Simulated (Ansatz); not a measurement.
Cost and result for the atomization energy of BClH$_{2}$ (`BCl`) (4 atoms, 3 bonds).

```xyz
4

B    -0.136    0.029   -0.064
Cl    1.403   -0.303    0.662
H    -1.029   -0.730    0.143
H    -0.239    1.003   -0.740
```

Total charge 0; spin multiplicity 1. Geometry: relaxed with PBE0-D4/def2-TZVP. Program: Ansatz. All runs use 2 threads of a server CPU on a shared host. Times are those of one run each, without the atoms' runs, and a repeat can differ threefold. Electronic energies, without spin–orbit coupling; frozen cores. CCSD(T)/CBS extrapolates def2-TZVPP and def2-QZVPP, and its time is that of the two runs behind it. T1 = 0.012. B3LYP takes the VWN-RPA correlation (the form of Gaussian; ORCA's B3LYP/G).

CCSD(T)/CBS is a level of theory with its own doubt, some kJ/mol a heavy atom from the limit and from the frozen cores, so smaller differences don't rank the functionals.

| level | functions | wall time |
| --- | --- | --- |
| CCSD(T)/def2-SVP | 42 | 0.25 s |
| LDA (SPW92)/def2-TZVPP | 101 | 0.3 s |
| BLYP-D4/def2-TZVPP | 101 | 0.5 s |
| PBE0-D4/def2-TZVPP | 101 | 0.55 s |
| PBE-D4/def2-TZVPP (with forces) | 101 | 0.6 s |
| BHLYP-D4/def2-TZVPP | 101 | 0.6 s |
| B3LYP-D4/def2-TZVPP (with forces) | 101 | 0.7 s |
| PBE-QIDH/def2-TZVPP | 101 | 0.8 s |
| r2SCANh-D4/def2-TZVPP | 101 | 1.1 s |
| CCSD(T)/def2-TZVPP | 101 | 1.1 s |
| B97M-V/def2-TZVPP | 101 | 1.7 s |
| CCSD(T)/def2-QZVPP | 187 | 6.5 s |
| CCSD(T)/CBS(def2) | – | 7.7 s |

(1) What atomization energy does each give, and how far from CCSD(T)/CBS? (Estimate.)

Answers

(1) The calculation gave: 
```json
{"level": "CCSD(T)/def2-SVP", "atomization (kJ/mol)": "1199.8", "difference from CCSD(T)/CBS": "-46.4", "per bond": "-15.5"}
{"level": "LDA (SPW92)/def2-TZVPP", "atomization (kJ/mol)": "1397.6", "difference from CCSD(T)/CBS": "151.4", "per bond": "50.5"}
{"level": "BLYP-D4/def2-TZVPP", "atomization (kJ/mol)": "1245.8", "difference from CCSD(T)/CBS": "-0.4", "per bond": "-0.1"}
{"level": "PBE0-D4/def2-TZVPP", "atomization (kJ/mol)": "1257.0", "difference from CCSD(T)/CBS": "10.8", "per bond": "3.6"}
{"level": "PBE-D4/def2-TZVPP (with forces)", "atomization (kJ/mol)": "1266.3", "difference from CCSD(T)/CBS": "20.1", "per bond": "6.7"}
{"level": "BHLYP-D4/def2-TZVPP", "atomization (kJ/mol)": "1237.2", "difference from CCSD(T)/CBS": "-9.0", "per bond": "-3.0"}
{"level": "B3LYP-D4/def2-TZVPP (with forces)", "atomization (kJ/mol)": "1256.0", "difference from CCSD(T)/CBS": "9.8", "per bond": "3.3"}
{"level": "PBE-QIDH/def2-TZVPP", "atomization (kJ/mol)": "1254.7", "difference from CCSD(T)/CBS": "8.5", "per bond": "2.8"}
{"level": "r2SCANh-D4/def2-TZVPP", "atomization (kJ/mol)": "1261.1", "difference from CCSD(T)/CBS": "14.9", "per bond": "4.9"}
{"level": "CCSD(T)/def2-TZVPP", "atomization (kJ/mol)": "1222.7", "difference from CCSD(T)/CBS": "-23.5", "per bond": "-7.8"}
{"level": "B97M-V/def2-TZVPP", "atomization (kJ/mol)": "1268.4", "difference from CCSD(T)/CBS": "22.2", "per bond": "7.4"}
{"level": "CCSD(T)/def2-QZVPP", "atomization (kJ/mol)": "1236.5", "difference from CCSD(T)/CBS": "-9.7", "per bond": "-3.3"}
{"level": "CCSD(T)/CBS(def2)", "atomization (kJ/mol)": "1246.2", "difference from CCSD(T)/CBS": "0.0", "per bond": "0.0"}
```

At CCSD(T), def2-SVP lies −46.4 kJ/mol from the extrapolated value and def2-TZVPP −23.5 kJ/mol: correlation converges slowly with the basis, and small sets miss more of it in the bonded molecule than in its fragments. In def2-TZVPP, CCSD(T) changes the Hartree–Fock value by +220.9 kJ/mol (the triples alone add +14.1 kJ/mol) and MP2 by +243.3 kJ/mol; breaking electron pairs costs correlation energy, which Hartree–Fock lacks. The D4 term adds +6.4 kJ/mol with B3LYP and +3.2 kJ/mol with PBE0; it sums over pairs of atoms, weighted by their polarisabilities, and B3LYP, whose exchange is more repulsive, gets the larger term.
